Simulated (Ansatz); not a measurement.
A made-up structure of CH₃OS (charge -1), closed shell:

| atom | x (Å) | y (Å) | z (Å) |
| --- | --- | --- | --- |
| C1 | -0.2730 | 0.2258 | -0.1104 |
| O2 | 0.5076 | 0.1411 | 0.8716 |
| S3 | 1.2502 | -1.1385 | 0.3817 |
| H4 | -1.0259 | -0.6880 | -0.2446 |
| H5 | 0.2511 | 0.4056 | -1.1653 |
| H6 | -0.7101 | 1.0540 | 0.2671 |

It is relaxed with PBE-D4/def2-SVPD and then PBE0-D4/def2-TZVPD (Ansatz 0.2.0). Atoms count as bonded within 1.22 times the sum of their covalent radii (H–H: 0.88 Å). The end point is not checked to be a true minimum.

(1) Does its bonding change? (Judge from chemistry; the calculation decides.)

Answers

(1) The calculation gives: Yes. Formed: none; broken: C1–S3.

Where it ends: The first stage lowers the energy by 2.79 eV in 6 steps. It ends as CH₃OS ([CH3][O][S]), total charge -1:
```xyz
6
angstrom
C -0.3370 0.2790 -0.1361
O 0.5941 0.0278 0.8569
S 1.5494 -1.3789 0.5109
H -1.0426 -0.5602 -0.2637
H 0.1399 0.4524 -1.1163
H -0.9038 1.1800 0.1482
```

Labels in which every atom is bracketed show which atoms are joined, not bond orders.

For scale, one of the runs: PBE0-D4/def2-TZVPD relaxation, 150 basis functions, launched by `ansatz run in.yaml --threads 2 --pin off --events-out ev --progress --plain --max-ram 4352MiB`. The run took about 15 s on 2 CPU threads of an Arm Neoverse V1 (shared host).
